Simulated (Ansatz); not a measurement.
# AlH₃+ (quartet): wave-function methods side by side, cc-pVTZ

An exercise on one series of results from a longer session: the logs are not shown, and one member is left open.

Computed with Ansatz 0.2.0, Gaussian basis. Level: cc-pVTZ, core rule «outside noble gas», up to 5 orbitals frozen.

To be run: UHF; CCSD(T) on ROHF; CCSD(T) on UHF; BCCD(T) on ROHF; CCSDT(Q) on ROHF; CCSDT(Q) on UHF.

18 further runs of the same task are left out: 9 for a known fault of the program, 5 that didn't finish, 4 set aside as unsound or not needed.

**The geometry**

The geometry is a PBE0/def2-TZVP stationary point (not a proven minimum) of the parent state, kept for this charge and spin.

4 atoms, charge 1, spin multiplicity 4.

Atoms are counted from 1 here; the program's logs count them from 0.

Bond lengths: Al1–H2 1.560 Å, Al1–H3 1.560 Å. Angles: H2–Al1–H3 167.6°.

Set-up of the first run:

Contents of in.yaml:

```yaml
crystal:
  periodic: [false, false, false]
  atoms:
    - {symbol: Al, position_ang: [0.000000, 0.057143, 0.000000]}
    - {symbol: H, position_ang: [0.000000, 0.226182, -1.551199]}
    - {symbol: H, position_ang: [0.000000, 0.226189, 1.551197]}
    - {symbol: H, position_ang: [0.000000, -1.982029, 0.000004]}
basis:
  gaussian: {orbitals: cc-pVTZ}
total_charge: 1
magnetization: {spin_polarized: true, initial_magnetization: 3}
hamiltonian: {xc: hf}
output: {orbitals: {seedname: orbitals}}
```

Started as:

```sh
ansatz run in.yaml --threads 1 --pin off --events-out ev --progress --plain --max-ram 2393MiB
```

Steps of the session up to this table: UHF; CCSD(T) on ROHF; CCSD(T) on UHF; BCCD(T) on ROHF; CCSDT(Q) on ROHF; CCSDT(Q) on UHF.

One table of the session follows, with a row left open; its other results are not shown here.

It belongs to the step «Misses and costs». 

```
   method  from RCCSDT(Q) (kcal/mol)
     RMP2                          ?
     UMP2                     +16.13
    RCCSD                      +2.63
    UCCSD                      +2.31
 RCCSD(T)                      +0.63
 UCCSD(T)                      +0.57
  BCCD(T)                      +0.64
   RCCSDT                      +0.06
   UCCSDT                      +0.02
RCCSDT(Q)                          0
UCCSDT(Q)                      -0.03
```

Q: Estimate the row for RMP2 from the others.

As computed: from RCCSDT(Q) (kcal/mol): +14.80. In the column «from RCCSDT(Q) (kcal/mol)» it lies between RCCSD (+2.63) and UMP2 (+16.13).

Left out of the table: ROHF, UHF (another determinant or state than the rows shown).

Caveats from the session: The report flags that the cluster equations may have other roots. The program flags RCCSD(T), UCCSD(T), BCCD(T), RCCSDT(Q), UCCSDT(Q) as in doubt, so the zero of the table is itself unsure. Warnings: spin contamination; coupled cluster took another determinant than the lowest. Restricted and unrestricted rows rest on different reference determinants; where their highest levels disagree by more than a few hundredths of an eV, they describe different states and don't form one ladder.
